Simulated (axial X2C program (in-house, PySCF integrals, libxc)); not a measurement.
**Photoelectron levels of SiS by EOM-IP-CCSD**

Calculated with an in-house all-electron X2C program for linear molecules (integrals from PySCF): two-component X2C with atomic mean-field Coulomb and Gaunt terms, Gaussian nuclei, basis S dyall-av3z, Si dyall-v3z with contracted cores.

R = 1.939 Å (near the PBE0 minimum at charge 0 of the determinant lowest at the starting distance; the state shown can have its own minimum elsewhere).

Hartree–Fock spinors of SiS (one of each Kramers pair; a window near the gap, which can cut inner shells):

```tsv
ω	occupied	ε (eV)	character
1/2	yes	-25.68	65% S s, 13% Si s, 12% Si p
1/2	yes	-15.67	44% S p, 37% Si s, 12% S s
1/2	yes	-10.63	38% Si p, 37% S p, 16% Si s
1/2	yes	-10.56	68% S p, 21% Si p, 5% Si d
3/2	yes	-10.51	73% S p, 18% Si p, 6% Si d
1/2	no	0.55	61% Si p, 14% S p, 13% S d
3/2	no	0.57	61% Si p, 14% S p, 13% S d
1/2	no	2.02	49% S p, 27% S s, 12% Si p
1/2	no	2.30	61% S s, 31% S p, 4% Si d
1/2	no	2.42	93% S p, 3% Si p, 3% S d
3/2	no	2.42	93% S p, 3% Si p, 3% S d
```

Vertical ionisation energies of SiS to the states of SiS⁺:

```csv
Ω of SiS⁺,vertical IE (eV),above lowest (cm⁻¹),ionised spinor,one-hole weight
1/2,10.488,0,"39% Si pσ, 33% S pσ, 17% Si sσ",0.94
3/2,10.545,458,"73% S pπ, 18% Si pπ",0.94
1/2,10.589,809,"71% S pπ, 18% Si pπ",0.94
1/2,14.487,32248,"43% S pσ, 36% Si sσ, 13% S sσ",0.81
```

Take the first Ω = 1/2 and Ω = 3/2 rows of π character: how far apart are they, and which lies lower?

E(3/2) − E(1/2) = 458 − 809 = -351 cm⁻¹ at EOM-IP-CCSD: inverted, Ω = 3/2 lower. Splittings at this level can be off by ten to twenty per cent.

This point took 4.6 s on 1 thread of Arm Neoverse V1, on a shared host.

Reference electrons by ω block (each with its −ω partner): 1/2: 12, 3/2: 3. 10 electrons of SiS correlated (inner shells frozen), 94 natural virtual spinors (a truncated set); levels can be off by some tenths of an eV. Roots sought by Ω: (1/2: 4, 3/2: 3, 5/2: 1); rows need 60 % one-particle weight and stop where some Ω has no more roots. Missing are any skipped roots, higher Ω and states of a further excitation; these come out far too high here and may in truth be low or lowest. T1 of the reference 0.021 (Lee–Taylor). Number of frozen shells: S 2 s, 1 p; Si 2 s, 1 p.
